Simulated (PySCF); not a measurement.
Compound: BH5P2.
Atom-mapped SMILES: `[PH2:1][BH:2][PH2:3]` (hydrogens: H4, H5 on P1; H6 on B2; H7, H8 on P3)

All values: PBE0/pcSseg-1 and CAM-B3LYP/def2-SVPD (PySCF, non-relativistic), on one gas-phase PBE0-D3(BJ)/def2-SVP geometry that isn't relaxed in the solvent. The solvent is an IEF-PCM continuum (van der Waals radii × 1.2). Specific hydrogen bonds and non-electrostatic terms are outside this model.

Gas phase at PBE0/pcSseg-1: HOMO -7.38 eV, LUMO -1.79 eV, dipole 0.19 D.

Q: What does the continuum do to the energy, the frontier levels and the dipole at PBE0/pcSseg-1 in chloroform?

A: 
```csv
solvent,ε,E(solvent) − E(gas) (kcal/mol),polarisation term (kcal/mol),distortion of the solute (kcal/mol),HOMO (eV),LUMO (eV),dipole (D)
chloroform,4.711,-1.68,-1.86,0.18,-7.29,-1.66,0.27
```

The polarisation term is half the interaction of the solute with the surface charges that it induces; the rest is the cost of distorting the solute's density. The sum is the electrostatic part of solvation alone.

Q: Which Hirshfeld charges (PBE0/pcSseg-1) respond most in chloroform (means over atoms taken as equivalent)?

A: 
```
      atoms                  environment  gas (e)  solvent (e)  change
      P1/P3  three-coordinate phosphorus   +0.018       +0.005  -0.013
H4/H5/H7/H8                 P–H hydrogen    0.000       +0.006  +0.006
         B2       three-coordinate boron   +0.016       +0.018  +0.002
         H6                 B–H hydrogen   -0.053       -0.054  -0.001
```

Gas phase at CAM-B3LYP/def2-SVPD: HOMO -8.56 eV, LUMO -0.66 eV, dipole 0.14 D.

Q: What does the continuum do to the energy, the frontier levels and the dipole at CAM-B3LYP/def2-SVPD in chloroform?

A: 
| solvent | ε | E(solvent) − E(gas) (kcal/mol) | polarisation term (kcal/mol) | distortion of the solute (kcal/mol) | HOMO (eV) | LUMO (eV) | dipole (D) |
| --- | --- | --- | --- | --- | --- | --- | --- |
| chloroform | 4.711 | -1.27 | -1.45 | 0.18 | -8.47 | -0.55 | 0.21 |

Q: How does the static polarisability (CAM-B3LYP/def2-SVPD, frozen core, with the continuum's full static response) change?

A: 
```tsv
medium	isotropic (au)	principal values (au)	⟨r²⟩ of the electrons (bohr²)
gas	73.0	57.0, 65.3, 96.6	481.2
chloroform	95.6	74.8, 85.6, 126.5	481.4
```

The isotropic value in chloroform is 1.31 times the gas-phase one; no cavity-field correction is applied. ⟨r²⟩ is taken about the centre of nuclear charge.

Time: 3.5 s. Hardware: an x86-64 server with one thread (shared host). This is the whole shielding run at PBE0/pcSseg-1 in chloroform, SCF included.

Conformer computed: `[PH2:1][BH:2][PH2:3]`: H–P1–B2–P3 30°, H–P1–B2–P3 133°, H–P3–B2–P1 133°, H–P3–B2–P1 30°.
